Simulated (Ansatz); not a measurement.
A made-up structure of AlSiH5O, closed shell:

```xyz
8
angstrom
O -1.7031 0.1826 -0.7711
Al -0.1988 0.7870 -0.3731
Si 0.7186 -0.7379 0.5799
H -2.1501 0.6900 -1.1550
H 0.5079 2.2672 -0.6439
H 1.1850 -0.0731 1.8764
H 1.8649 -1.1234 -0.3852
H -0.2244 -1.9923 0.8720
```

It is relaxed with PBE-D4/def2-SVP and then PBE0-D4/def2-TZVP (Ansatz 0.2.0). Atoms count as bonded within 1.22 times the sum of their covalent radii (H–H: 0.88 Å). The end point is not checked to be a true minimum.

(1) Does its bonding change? (A judgement: the text doesn't fix the answer.)

Answers

(1) The calculation gives: No: no bond forms or breaks.

Where it ends: The first stage lowers the energy by 3.36 eV in 8 steps. It ends as AlSiH₅O ([OH][AlH][SiH3]):
```xyz
8
angstrom
O -1.9342 0.4706 -0.9046
Al -0.3326 0.8483 -0.4834
Si 0.9100 -0.8888 0.7110
H -2.5070 1.0771 -1.3723
H 0.2504 2.2734 -0.8807
H 1.3786 -0.3825 2.0339
H 2.1298 -1.2805 -0.0538
H 0.1051 -2.1176 0.9499
```

Labels in which every atom is bracketed show which atoms are joined, not bond orders.

For scale, one of the runs: PBE0-D4/def2-TZVP relaxation, 135 basis functions, launched by `ansatz run in.yaml --threads 2 --pin off --events-out ev --progress --plain --max-ram 4352MiB`. Hardware: 2 CPU threads of an Arm Neoverse V2, shared host. Wall time about 37 s.
